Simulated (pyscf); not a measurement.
HO–SiH₃ (SMILES O[SiH3]) + H₂N–SiH₃ (SMILES N[SiH3]) → H₃Si–NH–SiH₃ (SMILES [SiH3]N[SiH3]) + H₂O (SMILES O), a four-centre exchange (singlet surface; O–Si, H–N broken, N–Si, H–O formed). Optimised with ωB97X-D3(BJ)/def2-SVP in PySCF. Energies in kcal/mol from the separated reactants.

Small-basis levels: PySCF, no dispersion term, spherical d functions. AM1 to PM7: differences of heats of formation from MOPAC, which are fitted to 298 K values and so differ in kind from electronic energies by zero-point and thermal terms. GFN2-xTB: tblite. Cost: rough CPU time at the saddle relative to B3LYP/6-31G*, from one job on a shared machine.

| level | barrier | reaction energy | cost |
|---|---|---|---|
| HF/3-21G | 28.7 | +8.9 | 0.06 |
| BP86/6-31G* | ___ | +10.6 | 2 |
| PBE/6-31G* | 23.1 | +10.3 | 2 |
| B3LYP/LANL2DZ | 24.8 | +5.5 | 0.7 |
| B3LYP/6-31G* | 31.9 | +11.3 | 1 |
| B3LYP/6-311+G** | 34.2 | +6.1 | 2 |
| PBE/def2-SVP | 21.4 | +8.4 | 2 |
| B3LYP/def2-SVP | 30.0 | +9.3 | 1 |
| GFN2-xTB | ___ | +17.9 | under 0.02 |
| AM1 | 45.7 | -10.2 | under 0.02 |
| PM6 | 19.8 | -3.9 | under 0.02 |
| PM7 | 38.9 | +1.8 | under 0.02 |
| ωB97M-D3(BJ)/def2-TZVP | ___ | +7.9 | – |

Problem. Complete the blanks.

Solution. 
- BP86/6-31G*, barrier: 25.6
- GFN2-xTB, barrier: 35.7
- ωB97M-D3(BJ)/def2-TZVP, barrier: 30.8

Against the last row the barrier runs from -10.9 (PM6) to +14.9 kcal/mol (AM1). ωB97M-D3(BJ)/def2-TZVP has limits of its own. On the reactant side the descent ends in a complex (not fully relaxed), 4.4 kcal/mol under the separated species and 33.6 kcal/mol under the saddle at ωB97X-D3(BJ)/def2-TZVP. On the product side the descent ends in a complex, 4.2 kcal/mol under the separated species and 27.0 kcal/mol under the saddle at ωB97X-D3(BJ)/def2-TZVP. One saddle was located; it need not be the lowest between these sides.
